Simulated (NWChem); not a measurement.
Species: LiF; SMILES [Li][F]

Results from NWChem. The geometry was optimised at PBE0-D3(BJ)/def2-TZVP. Static field.

Question: Among these, which level gives the lowest value of “isotropic polarisability (bohr³)”?
(A) B3LYP/Sadlej pVTZ
(B) Hartree-Fock/Sadlej pVTZ
(C) LDA (Slater exchange, VWN5)/Sadlej pVTZ
(D) PBE/Sadlej pVTZ

Answer: B, Hartree-Fock/Sadlej pVTZ. Values: Hartree-Fock/Sadlej pVTZ 7.4; B3LYP/Sadlej pVTZ 10.5; LDA (Slater exchange, VWN5)/Sadlej pVTZ 11.8; PBE/Sadlej pVTZ 12.1
